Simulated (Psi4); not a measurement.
# B3LYP/def2-TZVPPD run of BH3 (borane)

Aim: the vertical electron affinity of BH3 (borane) at B3LYP/def2-TZVPPD, from 2 runs. The job is set up through a QCSchema input.

Program for the calculation: Psi4 1.11.

### 1 Starting point

BH3: 4 atoms, total charge 0, spin state singlet. SMILES: `B`. Geometry: relaxed at PBE0-D4/def2-TZVP.

Bond lengths: B1–H2 1.193 Å, B1–H3 1.193 Å, B1–H4 1.193 Å. Angles: H2–B1–H3 120.0°, H2–B1–H4 120.0°, H3–B1–H4 120.0°.

### 2 Energy and forces at B3LYP/def2-TZVPPD

Contents of job.json:

```json
{
 "schema_name": "qcschema_input",
 "schema_version": 1,
 "molecule": {
  "schema_name": "qcschema_molecule",
  "schema_version": 2,
  "symbols": ["B", "H", "H", "H"],
  "geometry": [0.02626719, -0.02853486, -0.0096376, 1.856089, 0.72130846, 1.07487622, -0.52194236, -2.21438107, 0.08125822, -1.25553404, 1.40765699, -1.18466931],
  "molecular_charge": 0,
  "molecular_multiplicity": 1,
  "fix_symmetry": "c1"
 },
 "driver": "gradient",
 "model": {
  "method": "b3lyp",
  "basis": "def2-TZVPPD"
 },
 "keywords": {
  "puream": true,
  "e_convergence": 1e-09,
  "d_convergence": 1e-08,
  "scf_type": "pk",
  "dft_radial_points": 99,
  "dft_spherical_points": 590,
  "scf_properties": ["MULLIKEN_CHARGES", "MAYER_INDICES", "DIPOLE"]
 }
}
```

Command:

```console
$ psi4 --qcschema job.json -n 1 --memory 1600MB
```

stdout:

```text
[...]
  Running in c1 symmetry.
[...]
  Nuclear repulsion =    7.418838237178044
[...]
  Multiplicity = 1
[...]
  Nalpha       = 4
  Nbeta        = 4
[...]
    Number of basis functions: 88
[...]
   @RKS iter   1:   -26.56531763011583   -4.92031e-01   3.25522e-03 DIIS/ADIIS
[...]
   @RKS iter   7:   -26.62452072337234   -2.51887e-12   2.82206e-09 DIIS
[...]
    Orbital Energies [Eh]
    ---------------------
    Doubly Occupied:
       1A     -6.766729     2A     -0.518169     3A     -0.357799
       4A     -0.357790
[...]
  @RKS Final Energy:   -26.62452072337234
   => Energetics <=
    Nuclear Repulsion Energy =              7.4188382371780444
    One-Electron Energy =                 -49.0814332424682647
    Two-Electron Energy =                  19.1991021678893894
    DFT Exchange-Correlation Energy =      -4.1610278859715075
    Empirical Dispersion Energy =           0.0000000000000000
    VV10 Nonlocal Energy =                  0.0000000000000000
    Total Energy =                        -26.6245207233723384
[...]
 Multipole Moments:
 ------------------------------------------------------------------------------------
     Multipole            Electronic (a.u.)      Nuclear  (a.u.)        Total (a.u.)
 ------------------------------------------------------------------------------------
 L = 1.  Multiply by 2.5417464519 to convert [e a0] to [Debye]
 Dipole X            :          0.0001048           -0.0000804            0.0000244
 Dipole Y            :         -0.0000919            0.0000804           -0.0000116
 Dipole Z            :         -0.0002227            0.0001608           -0.0000619
 Magnitude           :                                                    0.0000676
[...]
  Mulliken Charges: (a.u.)
   Center  Symbol    Alpha    Beta     Spin     Total
       1     B     2.55982  2.55982  0.00000 -0.11964
       2     H     0.48006  0.48006  0.00000  0.03987
       3     H     0.48007  0.48007  0.00000  0.03987
       4     H     0.48005  0.48005  0.00000  0.03990
   Total alpha =  4.00000, Total beta =  4.00000, Total charge =  0.00000
  Mayer Bond Indices:
[...]
  -Total Gradient:
     Atom            X                  Y                   Z
    ------   -----------------  -----------------  -----------------
       1        0.000000527255     0.000002356740    -0.000022548120
       2        0.002024261995     0.000837413690     0.001205352052
       3       -0.000612878909    -0.002425250021     0.000104974772
       4       -0.001411895869     0.001585474455    -0.001287767702
[...]
```

The result, in JSON:

```text
{
 "driver": "gradient",
 "model": {
  "method": "b3lyp",
  "basis": "def2-TZVPPD"
 },
 "success": true,
 "return_result": [5.272550209583677e-07, 2.3567397060155215e-06, -2.2548120225529376e-05, 0.0020242619945523704, 0.0008374136901491691, 0.0012053520519718919, -0.0006128789090546968, -0.0024252500206950467, 0.0001049747718739856, -0.0014118958694905176, 0.0015854744552529776, -0.0012877677024203116],
 "properties": {
  "calcinfo_nbasis": 88,
  "calcinfo_nmo": 88,
  "calcinfo_nalpha": 4,
  "calcinfo_nbeta": 4,
  "calcinfo_natom": 4,
  "nuclear_repulsion_energy": 7.418838237178044,
  "return_energy": -26.62452072337234,
  "return_gradient": [5.272550209583677e-07, 2.3567397060155215e-06, -2.2548120225529376e-05, 0.0020242619945523704, 0.0008374136901491691, 0.0012053520519718919, -0.0006128789090546968, -0.0024252500206950467, 0.0001049747718739856, -0.0014118958694905176, 0.0015854744552529776, -0.0012877677024203116],
  "scf_one_electron_energy": -49.081433242468265,
  "scf_two_electron_energy": 19.19910216788939,
  "scf_xc_energy": -4.1610278859715075,
  "scf_dipole_moment": [2.43964491087878e-05, -1.1555787978359544e-05, -6.192748801107928e-05],
  "scf_total_energy": -26.62452072337234,
  "scf_total_gradient": [5.272550209583677e-07, 2.3567397060155215e-06, -2.2548120225529376e-05, 0.0020242619945523704, 0.0008374136901491691, 0.0012053520519718919, -0.0006128789090546968, -0.0024252500206950467, 0.0001049747718739856, -0.0014118958694905176, 0.0015854744552529776, -0.0012877677024203116],
  "scf_iterations": 7
 }
}
```

Run time: 8.4 s. Hardware: 1 thread of Intel Xeon 6975P-C (Granite Rapids), shared host; peak memory 0.9 GiB.

### 3 The doublet anion: a single-point energy at UB3LYP/def2-TZVPPD

Contents of bh3.json:

```json
{
 "schema_name": "qcschema_input",
 "schema_version": 1,
 "molecule": {
  "schema_name": "qcschema_molecule",
  "schema_version": 2,
  "symbols": ["B", "H", "H", "H"],
  "geometry": [0.02626719, -0.02853486, -0.0096376, 1.856089, 0.72130846, 1.07487622, -0.52194236, -2.21438107, 0.08125822, -1.25553404, 1.40765699, -1.18466931],
  "molecular_charge": -1,
  "molecular_multiplicity": 2,
  "fix_symmetry": "c1"
 },
 "driver": "energy",
 "model": {
  "method": "b3lyp",
  "basis": "def2-TZVPPD"
 },
 "keywords": {
  "reference": "uks",
  "puream": true,
  "e_convergence": 1e-09,
  "d_convergence": 1e-08,
  "scf_type": "pk",
  "dft_radial_points": 99,
  "dft_spherical_points": 590,
  "maxiter": 100,
  "scf_properties": ["MULLIKEN_CHARGES", "QUADRUPOLE", "DIPOLE"]
 }
}
```

Command:

```console
$ psi4 --qcschema bh3.json -n 1 --memory 1600MB
```

stdout, cut to the lines that bear on the results:

```text
[...]
  Running in c1 symmetry.
[...]
  Nuclear repulsion =    7.418838237178044
[...]
  Multiplicity = 2
[...]
  Nalpha       = 5
  Nbeta        = 4
[...]
    Number of basis functions: 88
[...]
   @UKS iter   1:   -26.36658963180934   -2.93303e-01   6.43210e-03 DIIS/ADIIS
[...]
   @UKS iter  10:   -26.61991600189511   -5.70033e-11   9.67195e-09 DIIS
[...]
   @S^2 Observed:                7.525521497E-01
[...]
  @UKS Final Energy:   -26.61991600189511
   => Energetics <=
    Nuclear Repulsion Energy =              7.4188382371780444
    One-Electron Energy =                 -51.2766862890553909
    Two-Electron Energy =                  21.5546015479763753
    DFT Exchange-Correlation Energy =      -4.3166694979941420
    Empirical Dispersion Energy =           0.0000000000000000
    VV10 Nonlocal Energy =                  0.0000000000000000
    Total Energy =                        -26.6199160018951133
[...]
 Multipole Moments:
 ------------------------------------------------------------------------------------
     Multipole            Electronic (a.u.)      Nuclear  (a.u.)        Total (a.u.)
 ------------------------------------------------------------------------------------
 L = 1.  Multiply by 2.5417464519 to convert [e a0] to [Debye]
 Dipole X            :         -0.0000764           -0.0000804           -0.0001568
 Dipole Y            :         -0.0000336            0.0000804            0.0000468
 Dipole Z            :          0.0000309            0.0001608            0.0001917
 Magnitude           :                                                    0.0002520
 L = 2.  Multiply by 1.3450342976 to convert [e a0^2] to [Debye ang]
 Quadrupole XX       :        -16.9160666            5.2917960          -11.6242706
 Quadrupole XY       :         -0.5473944            0.7294690            0.1820746
[...]
  Mulliken Charges: (a.u.)
   Center  Symbol    Alpha    Beta     Spin     Total
       1     B     3.77550  2.52663  1.24888 -1.30213
       2     H     0.40817  0.49113 -0.08296  0.10070
       3     H     0.40818  0.49113 -0.08295  0.10069
       4     H     0.40815  0.49111 -0.08297  0.10074
   Total alpha =  5.00000, Total beta =  4.00000, Total charge = -1.00000
[...]
```

The result, in JSON:

```text
{
 "driver": "energy",
 "model": {
  "method": "b3lyp",
  "basis": "def2-TZVPPD"
 },
 "success": true,
 "return_result": -26.619916001895113,
 "properties": {
  "calcinfo_nbasis": 88,
  "calcinfo_nmo": 88,
  "calcinfo_nalpha": 5,
  "calcinfo_nbeta": 4,
  "calcinfo_natom": 4,
  "nuclear_repulsion_energy": 7.418838237178044,
  "return_energy": -26.619916001895113,
  "scf_one_electron_energy": -51.27668628905539,
  "scf_two_electron_energy": 21.554601547976375,
  "scf_xc_energy": -4.316669497994142,
  "scf_dipole_moment": [-0.00015677533214070172, 4.6769130236892775e-05, 0.00019173677285937857],
  "scf_total_energy": -26.619916001895113,
  "scf_iterations": 10
 }
}
```

Wall time 11 s (1 thread of Intel Xeon 6975P-C (Granite Rapids), shared host); peak memory 0.89 GiB.

### 4 What came out

Level: B3LYP/def2-TZVPPD.

```
                                         quantity         value
                        singlet BH3: total energy  -26.62452 Eh
                       singlet BH3: dipole moment        0.00 D
                         singlet BH3: HOMO energy      -9.74 eV
                         singlet BH3: LUMO energy      -2.23 eV
                       singlet BH3: HOMO–LUMO gap       7.50 eV
            singlet BH3: largest force on an atom    0.129 eV/Å
                      doublet anion: total energy  -26.61992 Eh
doublet anion: HOMO energy (highest over α and β)       2.48 eV
 doublet anion: LUMO energy (lowest over α and β)       3.92 eV
                              doublet anion: ⟨S²⟩         0.753
vertical electron affinity (to the doublet anion)     -0.125 eV
```

**Reading.** The anion lies 0.13 eV (2.9 kcal/mol) above the neutral: the electron isn't bound at this level, and such a value depends on the basis. Mulliken charges (doublet anion) run from -1.30 on B1 to +0.10 on H4; in a basis this large or diffuse they mean little. The HOMO (doublet anion) lies at positive energy, 2.48 eV; only total energies tell whether the electron is bound.
